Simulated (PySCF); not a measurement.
# Core-level binding energies of `CBP`

CH6BP.
Cartesian coordinates in Å at the PBE0-D3(BJ)/def2-SVP level; atoms count from 1:
```xyz
9
CH6BP angstrom
C     -1.142    0.311    0.121
B      0.143   -0.553   -0.085
P      1.867    0.003    0.424
H     -1.927   -0.256    0.649
H     -0.995    1.281    0.617
H     -1.557    0.504   -0.887
H      0.046   -1.693   -0.484
H      2.689   -0.508   -0.614
H      1.883    1.381    0.078
```

Computed with delta-SCF UKS SCAN, pcX-2 on the ionised atom, pcseg-1 elsewhere, spin-free X2C in PySCF 2.14.0. These are vertical core ionisation energies against the vacuum level, from separate self-consistent calculations with and without the core hole.

What binding energy does each computed site have?

```json
{"atom(s)": "P3", "environment": "three-coordinate phosphorus", "level": "P 2p3/2", "binding energy (eV)": "136.31", "2p1/2 (eV)": "137.20", "count": "1"}
{"atom(s)": "B2", "environment": "three-coordinate boron", "level": "B 1s", "binding energy (eV)": "195.62", "2p1/2 (eV)": "–", "count": "1"}
{"atom(s)": "C1", "environment": "sp3 carbon bound to boron", "level": "C 1s", "binding energy (eV)": "290.31", "2p1/2 (eV)": "–", "count": "1"}
{"atom(s)": "P3", "environment": "three-coordinate phosphorus", "level": "P 1s", "binding energy (eV)": "2149.82", "2p1/2 (eV)": "–", "count": "1"}
```

Which photon energy gives electrons from B 1s of B2 a kinetic energy of 200 eV, and what is their de Broglie wavelength?

hν = 195.62 + 200 = 395.62 eV, recoil neglected; λ = 12.264 Å/√(E/eV) = 0.87 Å.

Express the binding energy of B 1s of B2 in atomic units and per mole.

195.62 eV = 7.1889 Eh = 18874 kJ/mol.

Spin contamination (⟨S²⟩ against 0.75 for a pure doublet) is marked for B 1s of B2 (0.93), which makes this value less certain. For 2p shells one spin-free hole was relaxed; a mean-field spin–orbit operator and the ground-state splitting of the three 2p orbitals were then diagonalised within the shell. The shell's mean is (2 × 2p3/2 + 2p1/2)/3, and the degeneracies 2j + 1 give areas of 2:1. 2p1/2 minus 2p3/2 (ligand field included): P 0.89 eV. Isolated species at its PBE0-D3(BJ)/def2-SVP geometry (one conformer only).
